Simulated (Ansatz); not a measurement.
# SiH2F2 (SMILES F[SiH2]F) at RPA@PBE0/aug-cc-pVDZ

What is the vertical ionisation energy of SiH2F2 at RPA@PBE0/aug-cc-pVDZ? 

The results are computed with Ansatz 0.2.0.

53 further runs of the same task are left out: 53 set aside as unsound or not needed.

**1. The system as given**

SiH2F2: 5 atoms, total charge 0, spin state singlet. SMILES: `F[SiH2]F`. The shape is that of a PBE0-D4/def2-TZVP optimisation.

Bond lengths: F1–Si2 1.586 Å, Si2–F3 1.586 Å, Si2–H4 1.474 Å, Si2–H5 1.474 Å. Angles: F1–Si2–F3 108.0°, F1–Si2–H4 108.5°, F1–Si2–H5 108.5°, F3–Si2–H4 108.5°, F3–Si2–H5 108.5°, H4–Si2–H5 114.6°.

**2. A single-point energy at RPA@PBE0/aug-cc-pVDZ**

job.yaml

```yaml
crystal:
  periodic: [false, false, false]
  atoms:
    - {symbol: F, position_ang: [-1.079010, 0.538200, 0.980720]}
    - {symbol: Si, position_ang: [-0.005220, -0.000540, -0.054090]}
    - {symbol: F, position_ang: [1.247630, -0.520590, 0.766910]}
    - {symbol: H, position_ang: [-0.590470, -1.138740, -0.786300]}
    - {symbol: H, position_ang: [0.427070, 1.121680, -0.907250]}
basis:
  gaussian: {orbitals: aug-cc-pVDZ}
hamiltonian: {xc: {name: PBE0}}
correlation: {method: rpa, frozen_orbitals: {F: 1, H: 0, Si: 5}}
accuracy: high
```

Command:

```console
$ ansatz run job.yaml --threads 1 --pin off --max-ram 3480MiB --events-out events.jsonl --progress --plain --runs-dir runs
```

Standard output:

```text
Warning: RAYON_NUM_THREADS=1 ignored (pool sized by the plan → 1); use --threads N
Functional definition: PBE0
  name "PBE0"
  parameter a = 0.25
  parameter kappa = 0.804
  parameter beta = 0.06672455060314922
  exchange = (1 - a)*pbe_x(kappa = kappa, mu = beta*pi^2/3) + a*exact_x
  correlation = pbe_c(beta = beta)
1837 factors; integrals over basis functions are off by at most 3.7e-9 eV
mean field evaluation 1: about -13336.4326 eV, gradient 4.0e1 eV
mean field evaluation 2: about -13336.4842 eV, gradient 4.1e1 eV
mean field evaluation 4: about -13338.8545 eV, gradient 1.8e0 eV
mean field evaluation 8: about -13338.8668 eV, gradient 3.4e-2 eV
mean field evaluation 16: about -13338.8668 eV, gradient 3.7e-6 eV
mean field -13338.86682305 eV, -490.1943143384 hartree, gradient 6.3e-8 eV, S^2 0.000000; 0 other end points of the search recorded, 0 dependent functions left out
7 core orbitals not correlated: weight in the atoms' cores, before any rotation towards them, 1.000 or more for the frozen orbitals, at most 0.000 for the correlated occupied ones
reference -13309.07561114 eV, -489.0995074938 hartree; 10, 10 occupied and 74, 74 virtual orbitals, 1837 factors
Total energy: -13328.70693283 eV, -489.8209452596 hartree
```

Wall time 5.1 s (1 thread of Intel Xeon 6975P-C (Granite Rapids), shared host); peak memory 0.29 GiB.

**3. The doublet cation**

in.yaml

```yaml
crystal:
  periodic: [false, false, false]
  atoms:
    - {symbol: F, position_ang: [-1.079010, 0.538200, 0.980720]}
    - {symbol: Si, position_ang: [-0.005220, -0.000540, -0.054090]}
    - {symbol: F, position_ang: [1.247630, -0.520590, 0.766910]}
    - {symbol: H, position_ang: [-0.590470, -1.138740, -0.786300]}
    - {symbol: H, position_ang: [0.427070, 1.121680, -0.907250]}
basis:
  gaussian: {orbitals: aug-cc-pVDZ}
total_charge: 1
magnetization: {spin_polarized: true, initial_magnetization: 1}
hamiltonian: {xc: pbe0}
correlation: {method: rpa, frozen_orbitals: {F: 1, H: 0, Si: 5}}
accuracy: high
```

Command:

```console
$ ansatz run in.yaml --threads 1 --pin off --max-ram 3480MiB --events-out events.jsonl --progress --plain --runs-dir runs
```

Standard output, shortened:

```text
Warning: RAYON_NUM_THREADS=1 ignored (pool sized by the plan → 1); use --threads N
[... 2 set-up lines as earlier in the session ...]
[...]
1837 factors; integrals over basis functions are off by at most 3.7e-9 eV
[...]
mean field -13326.26021621 eV, -489.7310300822 hartree, gradient 3.5e-8 eV, S^2 0.761258; 0 other end points of the search recorded, 0 dependent functions left out
7 core orbitals not correlated: weight in the atoms' cores, before any rotation towards them, 1.000 or more for the frozen orbitals, at most 0.000 for the correlated occupied ones
reference -13296.08511413 eV, -488.6221155340 hartree; 10, 9 occupied and 74, 75 virtual orbitals, 1837 factors
Total energy: -13315.79048042 eV, -489.3462743884 hartree
```

It took 8.4 s on 1 thread of Intel Xeon 6975P-C (Granite Rapids), shared host; peak memory 0.51 GiB.

**4. What came out**

Level: RPA@PBE0/aug-cc-pVDZ, 7 core orbitals frozen.

```
                                          quantity          value
                      singlet SiH2F2: total energy  -489.82095 Eh
  singlet SiH2F2: RPA correlation energy (valence)     -721.4 mEh
                      doublet cation: total energy  -489.34627 Eh
  doublet cation: RPA correlation energy (valence)     -724.2 mEh
 doublet cation: ⟨S²⟩ of the reference determinant          0.761
vertical ionisation energy (to the doublet cation)      12.916 eV
```

**Reading.** Removing an electron at fixed nuclei costs 12.92 eV (298 kcal/mol).
